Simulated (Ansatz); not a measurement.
The cluster Li3H3⁺. Total charge 1; doublet. Geometry r2SCAN-D4/def2-TZVP, that of the neutral singlet; atoms count from 1.

```xyz
6

Li    1.3017    0.6603   -0.7057
Li   -1.4874    0.4781   -0.4332
Li    0.1856   -1.1377    1.1387
H     1.6451   -0.5273    0.4805
H    -0.2052    1.2619   -1.2558
H    -1.4397   -0.7352    0.7755
```

The structure comes from a short search, and lower isomers may exist.

Question: Estimate the Mulliken populations from the PBE0/def2-TZVP orbitals of Ansatz.

Answer: 
```json
{"atom": "Li1", "charge (e)": "0.63", "spin (α − β)": "-0.05"}
{"atom": "Li2", "charge (e)": "0.63", "spin (α − β)": "-0.05"}
{"atom": "Li3", "charge (e)": "0.70", "spin (α − β)": "0.05"}
{"atom": "H4", "charge (e)": "-0.36", "spin (α − β)": "0.28"}
{"atom": "H5", "charge (e)": "-0.24", "spin (α − β)": "0.50"}
{"atom": "H6", "charge (e)": "-0.36", "spin (α − β)": "0.28"}
```
Mulliken values and Mayer orders depend strongly on the basis.

Question: Where does the spin sit?

Answer: Summed by element: Li -0.05, H 1.05, of 1 unpaired in all. Largest on single atoms: H5 0.50, H6 0.28, H4 0.28.
